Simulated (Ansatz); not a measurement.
Relaxation of BH₄Si (6 atoms, charge 1, multiplicity 1), to a largest force component of 0.015 eV/Å in at most 40 steps.

These are results of RKS revPBE/def2-TZVP (Ansatz 0.2.0), not measurements.

```xyz
6
Properties=species:S:1:pos:R:3
B -0.118 -1.071 -0.030
Si 0.099 0.888 0.025
H -0.871 -1.613 0.685
H 0.500 -1.725 -0.778
H -0.603 1.826 0.911
H 0.996 1.695 -0.813
```

Problem. Where does it end, and by what steps?

Solution. The run converged. After 10 steps the energy has fallen by 0.490 eV; H4 moved furthest, 0.90 Å.

```
step  energy less start (eV)  largest force component (eV/Å)  accepted
   0                  0.0000                           1.412       yes
   1                 -0.1252                           0.698       yes
   2                 -0.1503                           0.141       yes
   3                 -0.1509                           0.045       yes
   4                 -0.1834                           0.261       yes
   5                 -0.2666                           0.444       yes
   6                 -0.3550                           0.597       yes
   7                 -0.4563                           0.245       yes
   8                 -0.4884                           0.076       yes
   9                 -0.4884                           0.138        no
  10                 -0.4899                           0.008       yes
```

```xyz
6
Properties=species:S:1:pos:R:3
B -0.120 -1.069 -0.029
Si 0.101 0.919 0.026
H -1.223 -1.529 -0.135
H 0.860 -1.758 0.045
H 0.068 1.700 1.296
H 0.318 1.736 -1.203
```

Whether the end is a true minimum wasn't checked by a vibrational analysis.

Time of the run: 7.3 s on 2 threads of Intel(R) Xeon(R) Platinum 8488C (Sapphire Rapids), with other jobs on the host, peak memory 0.15 GiB.
